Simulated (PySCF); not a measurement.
## Working out the ionisation energy of P

P [Ne] 3s2 3p3 (4S) → P+ [Ne] 3s2 3p2 (3P). Computed with PySCF 2.14 in aug-cc-pVDZ-DK (5s4p2d, 27 functions), with scalar relativity by spin-free X2C-1e. Frozen: [Ne]. Energies in hartree (1 hartree = 27.21139 eV):

```json
{"part": "UHF", "P (lower)": "-341.524308", "P+ (upper)": "-341.159399"}
{"part": "CCSD correlation", "P (lower)": "-0.085087", "P+ (upper)": "-0.070962"}
{"part": "(T)", "P (lower)": "-0.001546", "P+ (upper)": "-0.001045"}
```

**Question.** What does Hartree-Fock give?

**Answer.** (-341.159399) − (-341.524308) = 0.364909 hartree = 9.930 eV.

**Question.** What do CCSD and CCSD(T) give?

**Answer.** The CCSD correlation energies differ by 0.014125 hartree = 0.384 eV and the triples by 0.000501 hartree = 0.014 eV, so CCSD gives 10.314 eV and CCSD(T) 10.328 eV.

Measured between the centres of the two terms (NIST): 10.526 eV, so CCSD(T) (valence) is off by -0.198 eV.

A double-zeta basis recovers only part of the correlation energy.

What remains against the reference includes basis incompleteness, the frozen core and higher excitations.
